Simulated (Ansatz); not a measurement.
Calculated with Ansatz (gas phase, PBE0-D4/def2-TZVP geometries, no zero-point term in ΔE). CBS: MP2 limit from def2 TZ/QZ plus the TZ coupled-cluster correction, frozen cores. Functionals use def2-TZVPP. B3LYP here is the variant with VWN-RPA as its local correlation; programs differ in this.

Consider the isomerisation: `FC1=CC(F)C1` → `CC#CC(F)F`.

| level | ΔE (kJ/mol) | difference from CCSD(T)/CBS |
| --- | --- | --- |
| LDA (SPW92) | 44.0 | 33.1 |
| BLYP-D4 | -2.0 | -12.9 |
| r2SCAN-D4 | 16.3 | 5.4 |
| B3LYP-D4 | 3.8 | -7.1 |
| BHLYP-D4 | 6.6 | -4.3 |
| CAM-B3LYP-D4 | 8.7 | -2.2 |
| ωB97M-V | 16.8 | 5.9 |
| B2PLYP | -1.7 | -12.6 |
| revPBE | 15.7 | 4.8 |
| r2SCAN | 15.8 | 4.9 |
| r2SCAN0 | 21.4 | 10.5 |
| LC-ωPBE | 32.7 | 21.8 |
| MP2/def2-SVP | -1.9 | -12.8 |
| CCSD/def2-SVP | 1.4 | -9.5 |
| HF/def2-TZVPP | -9.5 | -20.4 |
| HF/def2-QZVPP | -8.7 | -19.6 |
| CCSD(T)/CBS | 10.9 | 0 |

Largest T1 diagnostic among the species: 0.012.

In def2-TZVPP, CCSD(T) changes the Hartree–Fock value by +18.0 kJ/mol (the triples alone add +1.6 kJ/mol) and MP2 by +12.8 kJ/mol. At CCSD(T), def2-SVP lies −7.8 kJ/mol from the extrapolated value and def2-TZVPP −2.4 kJ/mol.
